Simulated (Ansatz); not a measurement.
# C3H4N2O: a ladder of functionals and wavefunction methods

How much do the methods differ for C3H4N2O? The plan is to run it at one geometry with functionals of several rungs and with coupled cluster. The yardstick is the atomisation energy at the CCSD(T) limit.

Computed with Ansatz 0.2.0, Gaussian basis. Level: functionals in def2-TZVPP, the program's frozen cores in correlated methods.

Plan: LDA (SPW92), PBE-D4, revPBE-D4, BLYP-D4, r2SCAN-D4, B97M-V, PBE0-D4, B3LYP-D4, r2SCANh-D4, r2SCAN0-D4, HSE06-D4, BHLYP-D4, CAM-B3LYP-D4, LC-ωPBE, ωB97X-V, ωB97M-V, B2PLYP, PBE-QIDH; CCSD(T)/def2-SVP; CCSD(T)/def2-TZVPP; MP2/def2-QZVPP; extrapolation to the limit; RPA on PBE.

**1. Structure used throughout**

An earlier PBE0-D4 in a triple-zeta def2 set relaxation fixed the geometry.

10 atoms, charge 0, spin multiplicity 1.

Atoms are counted from 1 here; the program's logs count them from 0.

Bond lengths: N1–C2 1.209 Å, N1–H7 1.017 Å, C2–C3 1.315 Å, C3–C4 1.453 Å, C3–H8 1.081 Å, C4–N5 1.267 Å, C4–O6 1.358 Å, N5–H9 1.018 Å, O6–H10 0.962 Å. Angles: C2–N1–H7 118.2°, N1–C2–C3 174.2°, C2–C3–C4 123.0°, C2–C3–H8 119.4°, C4–C3–H8 117.6°, C3–C4–N5 120.7°, C3–C4–O6 112.0°, N5–C4–O6 127.3°, C4–N5–H9 112.7°, C4–O6–H10 108.9°.

**2. LDA**

This LDA is Slater exchange with PW92 correlation.

File in.yaml:

```yaml
crystal:
  periodic: [false, false, false]
  atoms:
    - {symbol: N, position_ang: [1.299104, -0.152305, 2.302124]}
    - {symbol: C, position_ang: [0.585691, -0.450229, 1.372276]}
    - {symbol: C, position_ang: [-0.085432, -0.841357, 0.310752]}
    - {symbol: C, position_ang: [-0.323736, 0.018694, -0.836356]}
    - {symbol: N, position_ang: [-0.973193, -0.405073, -1.838613]}
    - {symbol: O, position_ang: [0.219449, 1.252211, -0.670220]}
    - {symbol: H, position_ang: [0.874398, 0.294905, 3.110542]}
    - {symbol: H, position_ang: [-0.495053, -1.841546, 0.281509]}
    - {symbol: H, position_ang: [-1.067834, 0.296310, -2.570163]}
    - {symbol: H, position_ang: [0.049604, 1.777190, -1.458851]}
basis:
  gaussian: {orbitals: def2-TZVPP}
hamiltonian: {xc: lda}
output: {orbitals: {seedname: orbitals}}
```

Run with:

```bash
> ansatz run in.yaml --threads 4 --pin off --events-out ev --progress --plain --max-ram 10444MiB
```

After this run come: PBE-D4 (GGA); revPBE-D4 (GGA); BLYP-D4 (GGA); r2SCAN-D4 (meta-GGA); B97M-V (meta-GGA); PBE0-D4 (hybrid); B3LYP-D4 (hybrid); r2SCANh-D4 (hybrid); r2SCAN0-D4 (hybrid); HSE06-D4 (hybrid); BHLYP-D4 (hybrid); CAM-B3LYP-D4 (range-separated); LC-ωPBE (range-separated); ωB97X-V (range-separated); ωB97M-V (range-separated); B2PLYP (double hybrid); PBE-QIDH (double hybrid); CCSD(T) in def2-SVP; CCSD(T) in def2-TZVPP; MP2 in def2-QZVPP; RPA on PBE orbitals.

**Question.** What will the summary of the whole plan be? Wanted: atomisation energy, CCSD(T)/CBS; farthest beyond LDA; mean size of error, GGA; mean size of error, meta-GGA; mean size of error, hybrid; mean size of error, range-separated; mean size of error, double hybrid; gap, smallest and largest; T1 diagnostic.

As calculated:

| quantity | value |
| --- | --- |
| atomisation energy, CCSD(T)/CBS | 1023.3 kcal/mol |
| functionals within 5.1 kcal/mol (0.5 %) | r2SCANh-D4, B2PLYP, PBE-QIDH |
| farthest beyond LDA | PBE-D4 (+61.1 kcal/mol) |
| mean size of error, GGA | 38.2 kcal/mol |
| mean size of error, meta-GGA | 10.2 kcal/mol |
| mean size of error, hybrid | 19.8 kcal/mol |
| mean size of error, range-separated | 9.4 kcal/mol |
| mean size of error, double hybrid | 2.4 kcal/mol |
| gap, smallest and largest | 4.17 eV (LDA (SPW92)), 11.24 eV (LC-ωPBE) |
| T1 diagnostic | 0.0152 |
| triples share of the correlation energy | 4.6 % |

What this shows: The LDA atomisation energy is off by 204.2 kcal/mol (20 %): it overbinds. PBE-D4 is off by +61.1 kcal/mol. Double hybrids carry the basis error of their MP2 part in triple zeta, and no dispersion term here, so their miss is partly the set-up's. Taken by rung, double hybrid functionals do best (2.4 kcal/mol on average) and GGA ones worst beyond LDA (38.2 kcal/mol). The reference freezes the cores and leaves out relativity and excitations past (T), so misses under about 5.1 kcal/mol can't be ranked. Hartree-Fock recovers 65 % of the binding; the rest is correlation. CCSD(T) in def2-SVP is off by -59.5 kcal/mol, so the small basis spoils what the method gains. Orbital gaps span 4.2 to 11.2 eV; exact exchange widens them.
